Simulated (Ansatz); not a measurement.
```yaml
crystal:
  periodic: [false, false, false]
  atoms:
    - {symbol: F, position_ang: [0.000000, 0.000000, -1.507444]}
    - {symbol: B, position_ang: [0.000000, 0.000000, -0.195385]}
    - {symbol: Ge, position_ang: [0.000000, 0.000000, 1.702829]}
basis:
  gaussian: {orbitals: def2-TZVP}
hamiltonian: {xc: pbe0}
relax: {f_tol: 0.004, max_steps: 80}
```

```sh
$ ansatz run in.yaml --threads 1 --pin off --events-out ev --progress --plain --max-ram 2176MiB
```

Steps of the relaxation (energy above the last step; positions in Å, forces in eV/Å):

```
3
step 1, 88.7 meV
F     0.000    0.000   -1.507    0.000    0.000    1.322
B     0.000    0.000   -0.195    0.000    0.000   -2.944
Ge    0.000    0.000    1.703    0.000    0.000    1.622
```

```
3
step 2, 14.5 meV
F     0.000    0.000   -1.514    0.000    0.000    0.639
B     0.000    0.000   -0.219    0.000    0.000   -1.213
Ge    0.000    0.000    1.733    0.000    0.000    0.573
```

```
3
step 3, 0.1 meV
F     0.000    0.000   -1.515    0.000    0.000   -0.049
B     0.000    0.000   -0.235    0.000    0.000    0.004
Ge    0.000    0.000    1.750    0.000    0.000    0.045
```

```
3
step 5, 0.0 meV
F     0.000    0.000   -1.516    0.000    0.000    0.000
B     0.000    0.000   -0.235    0.000    0.000    0.000
Ge    0.000    0.000    1.752    0.000    0.000    0.000
```

Close pairs at the end: F1–B2 1.281 Å, B2–Ge3 1.987 Å.

A stationary point of restricted PBE0 after 5 steps (its stability towards spin polarisation wasn't tested); no frequencies were run, so it isn't proven a minimum. 17 s on 1 thread of Arm Neoverse V1, shared host.
